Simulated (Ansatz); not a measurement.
Basis-set extrapolation for `C=C=CCl` (PBE0-D4/def2-TZVP geometry, frozen core, the Gaussian-basis code of Ansatz). Multiplicity 1, RHF reference.

```json
{"": "HF", "def2-TZVPP": "-574.833027", "def2-QZVPP": "-574.850720"}
{"": "MP2 correlation", "def2-TZVPP": "-0.656768", "def2-QZVPP": "-0.706158"}
{"": "CCSD(T) correlation", "def2-TZVPP": "-0.726339", "def2-QZVPP": "not run"}
```

Energies in hartree. Use E(X) = E(∞) + A·exp(−7.88·√X) for Hartree–Fock and E(X) = E(∞) + B·X^(−2.97) for correlation, with X = 3 and 4, and add CCSD(T) minus MP2 of the smaller set to the MP2 limit.

Problem. What is the CCSD(T) energy at the basis-set limit?

Solution. HF limit: -574.850720 + (-0.017693) × 0.13774 = -574.85316. MP2 limit: -0.706158 + (-0.049390) × 0.74074 = -0.74274. Higher-order term: -0.726339 − (-0.656768) = -0.06957. Total: -575.66547 hartree, 2.89 eV below CCSD(T)/def2-TZVPP.
